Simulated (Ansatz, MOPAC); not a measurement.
System: AlF$_{2}$, net charge 0, doublet state. SMILES: [F][Al][F]

Atoms: Al1, F2, F3. Bonds: Al1-F2, Al1-F3.

Bond lengths (Å) and angles (degrees) optimised at PM6 with MOPAC; PM7 with MOPAC; HF/STO-3G with Ansatz (an electronic-structure program); HF/3-21G with Ansatz, each started from the B3LYP-D3(BJ)/def2-TZVP structure (Ansatz) of the last column. A row stands for all coordinates that are equal there. No wavenumbers were computed at HF/STO-3G, so these may be saddle points.

```tsv
coordinate	PM6	PM7	HF/STO-3G	HF/3-21G	B3LYP-D3(BJ)/def2-TZVP
Al1-F2	1.635	1.602	1.624	1.652	1.653
F2-Al1-F3	119.9	138.2	107.9	112.7	119.9
```

Mean signed difference of all 2 bond lengths from B3LYP-D3(BJ)/def2-TZVP: PM6 -0.018 Å, PM7 -0.051 Å, HF/STO-3G -0.029 Å, HF/3-21G -0.002 Å.
